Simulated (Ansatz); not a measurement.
`FCOCS` + CH₃NH₂ → `CNCS` + `OCF`  (substitution at a C–O bond)

Program: Ansatz. Geometries: PBE0-D4/def2-TZVP. ΔE: electronic, gas phase. CBS: MP2 limit from def2 TZ/QZ plus the TZ coupled-cluster correction, frozen cores. Functionals use def2-TZVPP. Each species was taken in one conformer, which may not be the lowest.

**Question.** Is it downhill or uphill in electronic energy at CCSD(T)/CBS, and by how much? (Estimate.)

**Answer.** Ansatz gave: Downhill: ΔE = -3.7 kcal/mol.

**Question.** What do these levels give: BLYP-D4, ωB97X-V, revPBE, BLYP, PBE0, BHLYP, CAM-B3LYP, LC-ωPBE, HF/def2-TZVPP, MP2/def2-QZVPP, SCS-MP2/def2-QZVPP, HF/CBS(def2)? (Best estimate.)

**Answer.** The calculation gave: BLYP-D4 -2.8, ωB97X-V -2.8, revPBE -3.0, BLYP -2.3, PBE0 -3.6, BHLYP -2.8, CAM-B3LYP -2.6, LC-ωPBE -3.3, HF/def2-TZVPP -2.6, MP2/def2-QZVPP -4.4, SCS-MP2/def2-QZVPP -3.8, HF/CBS(def2) -2.6 kcal/mol.

Largest T1 diagnostic among the species: 0.012.

Leaving LDA and LC-ωPBE aside and taking each functional with its dispersion term where it has one, the values, not all of them listed here, spread over 1.4 kcal/mol, from PBE-QIDH to B97M-V. In def2-TZVPP, CCSD(T) changes the Hartree–Fock value by −0.8 kcal/mol (the triples alone add +0.0 kcal/mol) and MP2 by −1.7 kcal/mol.
